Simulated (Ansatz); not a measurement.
## Two structures, one formula

The two ends of one reaction step of BSiH5O, closed shell (PBE0-D4/def2-TZVP).

A:

| atom | x (Å) | y (Å) | z (Å) |
| --- | --- | --- | --- |
| B1 | -0.7601 | -0.4628 | -0.5578 |
| Si2 | 0.4780 | 0.8482 | 0.3816 |
| O3 | -0.5893 | -1.8012 | -0.5127 |
| H4 | 0.1709 | -2.0846 | 0.0033 |
| H5 | -1.7049 | -0.0907 | -1.1981 |
| H6 | 1.5774 | 0.1409 | 1.1059 |
| H7 | 1.1009 | 1.7833 | -0.5970 |
| H8 | -0.2729 | 1.6668 | 1.3748 |

B:

B1  (-1.485, -1.243, -1.099)
Si2  (0.322, 1.269, 0.284)
O3  (-0.734, -2.044, -0.607)
H4  (0.671, -0.438, 0.428)
H5  (-2.261, -0.530, -1.611)
H6  (1.282, -0.138, 0.883)
H7  (1.755, 1.619, -0.050)
H8  (0.450, 1.505, 1.772)
(Å)

Computed with Ansatz 0.2.0 (basis: def2-TZVPP); correlated methods freeze the cores. B3LYP uses VWN-RPA correlation.

Question: Which structure is lower at CCSD(T), and by how much? (To be estimated.)

Answer: Computed: A, by 55.02 kcal/mol (electronic energy, against the other). By their contacts, A is BSiH₅O ([OH][BH][SiH3]) and B is a complex of BHO ([BH][O]) + SiH₂ + H₂.

All methods give the same order:

| method | E(B) − E(A) (kcal/mol) |
| --- | --- |
| SPW92 | 55.79 |
| PBE-D4 | 51.69 |
| BLYP-D4 | 47.04 |
| r2SCAN-D4 | 56.34 |
| B97M-V | 54.62 |
| PBE0-D4 | 57.66 |
| B3LYP-D4 | 52.67 |
| r2SCAN0-D4 | 59.89 |
| BHLYP-D4 | 59.27 |
| CAM-B3LYP-D4 | 56.11 |
| wB97X-V | 59.14 |
| wB97M-V | 53.33 |
| B2PLYP | 53.47 |
| PBE-QIDH | 59.96 |
| RPA on PBE | 53.53 |
| HF | 64.00 |
| MP2 | 54.62 |
| CCSD | 56.95 |
| CCSD(T) | 55.02 |

No T1 diagnostic of these runs exceeds 0.018.

Labels in which every atom is bracketed show which atoms are joined, not bond orders.

For scale, one of the runs: CCSD(T)/def2-TZVPP, 174 basis functions (an equivalent command: `ansatz run in.yaml --threads 2`). Hardware: 2 CPU threads, shared host. Wall time 16 s; peak host memory 1.5 GiB.
